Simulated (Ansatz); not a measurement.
# C₂H₃Si radical: small, medium and large basis sets

The task here is to estimate one member of a computed series from the others.

The runs use Ansatz 0.2.0, Gaussian basis; one geometry, several basis sets.

Levels to be run: PBE0-D4/def2-SVP; ωB97M-V/def2-SVP; PBE0-D4/def2-QZVPP; ωB97M-V/def2-QZVPP; the functionals' def2-TZVPP values are taken from earlier runs.

**The relaxed structure**

All runs share one geometry, relaxed beforehand with PBE0-D4 in a triple-zeta def2 set.

SMILES `[C]#C[SiH3]`, 6 atoms, charge 0, spin multiplicity 2.

Atoms are counted from 1 here; the program's logs count them from 0.

Bond lengths: C1–C2 1.212 Å, C2–Si3 1.827 Å, Si3–H4 1.482 Å, Si3–H5 1.482 Å, Si3–H6 1.482 Å. Angles: C1–C2–Si3 179.9°, C2–Si3–H4 108.8°, C2–Si3–H5 108.8°, C2–Si3–H6 108.8°, H4–Si3–H5 110.1°, H4–Si3–H6 110.1°, H5–Si3–H6 110.1°.

Set-up of the first run:

in.yaml reads:

```yaml
crystal:
  periodic: [false, false, false]
  atoms:
    - {symbol: C, position_ang: [1.099778, -1.943651, 1.067518]}
    - {symbol: C, position_ang: [0.563948, -0.994054, 0.538924]}
    - {symbol: Si, position_ang: [-0.246301, 0.437435, -0.256956]}
    - {symbol: H, position_ang: [-1.450999, -0.035707, -0.979246]}
    - {symbol: H, position_ang: [0.706244, 1.059142, -1.207248]}
    - {symbol: H, position_ang: [-0.630571, 1.412835, 0.790807]}
basis:
  gaussian: {orbitals: def2-SVP}
magnetization: {spin_polarized: true, initial_magnetization: 1}
hamiltonian: {xc: pbe0, dispersion: d4}
output: {orbitals: {seedname: orbitals}}
```

Among the steps run: PBE0-D4 in def2-SVP; ωB97M-V in def2-SVP; PBE0-D4 in def2-QZVPP; ωB97M-V in def2-QZVPP.

One of the session's tables, all rows but one given; the rest of the session is left out.

It belongs to the step «Functionals by basis». 

| functional | basis | HOMO (eV) | LUMO (eV) |
| --- | --- | --- | --- |
| PBE0-D4 | def2-SVP | -8.35 | -4.64 |
| PBE0-D4 | def2-TZVPP | -8.41 | -4.79 |
| PBE0-D4 | def2-QZVPP | ? | ? |
| ωB97M-V | def2-SVP | -10.55 | -2.71 |
| ωB97M-V | def2-TZVPP | -10.65 | -2.98 |
| ωB97M-V | def2-QZVPP | -10.65 | -3.02 |

Estimate the missing values for PBE0-D4, def2-QZVPP.

**Answer.** HOMO (eV): -8.42; LUMO (eV): -4.81. In the column «HOMO (eV)» it lies between ωB97M-V, def2-SVP (-10.55) and PBE0-D4, def2-TZVPP (-8.41).
